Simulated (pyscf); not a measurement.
Structures and frequencies: ωB97X-D3(BJ)/def2-SVP in PySCF.

Question: Estimate the classical barrier height and the reaction energy of silylamine (H₂N–SiH₃) + H₂B–OH → H₂B–NH–SiH₃ + water (H₂O) at HF/def2-TZVP. The step runs on the singlet surface, breaks H–N, B–O and forms B–N, H–O; take the separated reactants as zero.

Answer: ΔE‡ = 32.6 kcal/mol, ΔE = +3.6 kcal/mol. CCSD(T)/def2-TZVPP + ΔMP2(QZVPP) gives 13.2 kcal/mol and -0.1 kcal/mol. Zero-point energy shifts the barrier by +0.6 kcal/mol. It is a four-centre exchange, with an imaginary mode of 1332i cm⁻¹. On the reactant side the descent ends in an adduct with a B–N contact, 9.6 kcal/mol under the separated species and 21.6 kcal/mol under the saddle at ωB97X-D3(BJ)/def2-TZVP. What is counted as formed (B–N) is already present as a longer contact in the reactant adduct; forming that adduct is a step of its own. The products may also form a dative adduct at H₂B–NH–SiH₃; it and routes through it were not searched. This is the saddle that the search found; another between the same sides may lie lower. The CCSD(T) − MP2 part came from Ansatz, without density fitting, on the same reference.
